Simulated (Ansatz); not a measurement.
Barrier H2O (SMILES O) + C2H5 (SMILES [CH2]C) via C2H7O, on the benchmark's geometries as Psi4's copy gives them; open shells unrestricted, no zero-point energy, no spin–orbit coupling.
Transition structure (charge 0, multiplicity 2):
```xyz
10

C      1.458    -0.446     0.025
C      0.469     0.697    -0.027
O     -1.853    -0.315    -0.053
H      1.302    -1.061     0.911
H      1.367    -1.086    -0.851
H      2.482    -0.067     0.057
H      0.471     1.325     0.861
H      0.534     1.303    -0.929
H     -0.630     0.208    -0.078
H     -2.267     0.388     0.466
```

Correlated levels freeze the cores. MP2 and its Hartree–Fock in aug-cc-pVTZ are density fitted.

Codes used: Ansatz (Gaussian basis) for Hartree–Fock, density functionals and correlated methods. Values without a source in brackets are computed.

The barrier height is − E(H2O) − E(C2H5) + E(TS). Total energies (hartree):

| level | H2O | C2H5 | TS |
|---|---|---|---|
| HF/aug-cc-pVDZ | -76.0414433 | -78.6070429 | -154.6047081 |
| MP2/aug-cc-pVDZ | -76.2607544 | -78.8853408 | -155.1075824 |
| HF/aug-cc-pVTZ | -76.0606310 | -78.6287116 | -154.6446636 |
| MP2/aug-cc-pVTZ | -76.3289003 | -78.9638377 | -155.2527468 |
| CCSD(T)/aug-cc-pVDZ | -76.2737302 | -78.9305754 | -155.1752355 |

Task: Work out the barrier height at the basis-set limit: extrapolate the MP2 correlation part as X⁻³, take Hartree–Fock from the larger set, and add the CCSD(T) − MP2 difference of aug-cc-pVDZ.

Result: 
1. Differences (1 hartree = 627.509 kcal/mol): HF/aug-cc-pVDZ 27.471; MP2/aug-cc-pVDZ 24.167; HF/aug-cc-pVTZ 28.036; MP2/aug-cc-pVTZ 25.095; CCSD(T)/aug-cc-pVDZ 18.242.
2. Correlation parts, MP2 less HF: -3.304 in aug-cc-pVDZ (X = 2), -2.942 in aug-cc-pVTZ (X = 3).
3. Limit (3³·(-2.942) − 2³·(-3.304))/(3³ − 2³) = -2.789; with HF/aug-cc-pVTZ it gives 25.247.
4. CCSD(T) less MP2 in aug-cc-pVDZ: -5.925.
Result: 19.32 kcal/mol, against 24.17 at MP2/aug-cc-pVDZ. It is an estimate of this method's limit, not of the exact value.

Ansatz is a first-principles code.
